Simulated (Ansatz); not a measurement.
Si(SH)2H2 (SiH₄S₂). The state is a singlet with charge 0. Geometry r2SCAN-D4/def2-TZVP; atoms count from 1.

```xyz
7

Si   -0.327    0.516   -0.066
S     0.422   -0.600   -1.725
H    -0.187   -1.744   -1.364
S     0.158   -0.314    1.841
H     1.485   -0.304    1.624
H    -1.806    0.584   -0.042
H     0.255    1.862   -0.270
```

Estimate the Mulliken populations from the PBE0/def2-TZVP orbitals of Ansatz.


| atom | charge (e) |
| --- | --- |
| Si1 | 0.26 |
| S2 | -0.30 |
| H3 | 0.18 |
| S4 | -0.30 |
| H5 | 0.18 |
| H6 | 0.00 |
| H7 | 0.00 |
Mulliken values and Mayer orders depend strongly on the basis.

And the Mayer bond orders between bonded heavy atoms (over 0.3)?

Si1–S2 1.18 (2.14 Å); Si1–S4 1.18 (2.14 Å).
